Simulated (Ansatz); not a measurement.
The input, for Ansatz 0.2.0:

```yaml
crystal:
  periodic: [false, false, false]
  atoms:
    - {symbol: H, position_ang: [0.000000, 0.000000, -1.134667]}
    - {symbol: H, position_ang: [0.000000, 0.000000, -0.122667]}
    - {symbol: S, position_ang: [0.000000, 0.000000, 1.257333]}
basis:
  gaussian: {orbitals: def2-mTZVP, fitting: {mean_field: def2-universal-jkfit}}
magnetization: {spin_polarized: true, initial_magnetization: 2}
hamiltonian: {xc: {name: PBE0}}
correlation: {method: ccsdt, electrons: valence, diis_vectors: 1}
output: {forces: true}
```

```sh
$ ansatz run in.yaml --threads 1 --pin off --events-out ev --progress --plain --max-ram 2393MiB
```

(1) Roughly how long does this take on 1 thread of Arm Neoverse V1, shared host, and how much host memory?

```
164 factors; integrals over basis functions are off by at most 6.4e-1 eV
mean field evaluation 1: about -10859.9000 eV, gradient 4.7e0 eV
mean field evaluation 2: about -10859.8996 eV, gradient 4.7e0 eV
mean field evaluation 4: about -10860.1215 eV, gradient 8.0e-1 eV
mean field evaluation 8: about -10860.1293 eV, gradient 1.7e-2 eV
mean field evaluation 16: about -10860.1293 eV, gradient 9.6e-7 eV
mean field -10860.12931510 eV, -399.1023910698 hartree, gradient 9.6e-7 eV, S^2 2.010036; 0 other end points of the search recorded, 0 dependent functions left out
5 core orbitals not correlated: weight in the atoms' cores, before any rotation towards them, 1.000 or more for the frozen orbitals, at most 0.000 for the correlated occupied ones
reference -10845.37714694 eV, -398.5602588895 hartree; 5, 3 occupied and 18, 20 virtual orbitals, 164 factors
second order -3.17421867 eV of doubles, -0.08855103 eV of singles
cycle   1  -3.66270260 eV  change   -4.0e-1 eV  update   4.9e-2
cycle   2  -3.86626246 eV  change   -2.0e-1 eV  update   2.0e-2
cycle   3  -3.89329917 eV  change   -2.7e-2 eV  update   7.3e-3
cycle   4  -3.90384877 eV  change   -1.1e-2 eV  update   3.4e-3
cycle   5  -3.90256583 eV  change    1.3e-3 eV  update   1.6e-3
cycle   6  -3.90260990 eV  change   -4.4e-5 eV  update   7.7e-4
cycle   7  -3.90199198 eV  change    6.2e-4 eV  update   3.9e-4
cycle   8  -3.90200404 eV  change   -1.2e-5 eV  update   1.9e-4
cycle   9  -3.90192594 eV  change    7.8e-5 eV  update   1.1e-4
cycle  10  -3.90193025 eV  change   -4.3e-6 eV  update   6.9e-5
cycle  11  -3.90191975 eV  change    1.0e-5 eV  update   4.4e-5
cycle  12  -3.90192831 eV  change   -8.6e-6 eV  update   2.6e-5
cycle  13  -3.90192942 eV  change   -1.1e-6 eV  update   1.6e-5
cycle  14  -3.90193340 eV  change   -4.0e-6 eV  update   1.0e-5
cycle  15  -3.90193517 eV  change   -1.8e-6 eV  update   6.8e-6
cycle  16  -3.90193724 eV  change   -2.1e-6 eV  update   4.3e-6
cycle  17  -3.90193801 eV  change   -7.7e-7 eV  update   2.7e-6
cycle  18  -3.90193870 eV  change   -6.9e-7 eV  update   1.7e-6
cycle  19  -3.90193901 eV  change   -3.1e-7 eV  update   1.1e-6
cycle  20  -3.90193940 eV  change   -3.9e-7 eV  update   7.3e-7
the calculation of the forces begins
Total energy: -10849.27908634 eV, -398.7036525175 hartree
Atom 0 at     0.000000     0.000000    -1.134667 Å, force    -0.000000     0.000000    -0.604858 eV/Å
Atom 1 at     0.000000     0.000000    -0.122667 Å, force     0.000000    -0.000000    -2.176909 eV/Å
Atom 2 at     0.000000     0.000000     1.257333 Å, force    -0.000000     0.000000     2.781768 eV/Å
Dipole moment:    -0.000000     0.000000    -0.168545 e Å
```

Forces (eV/Å):
```
H    0.000  0.000 -0.605
H    0.000  0.000 -2.177
S    0.000  0.000  2.782
```

Results:

(1) 7 s wall and 0.18 GiB.
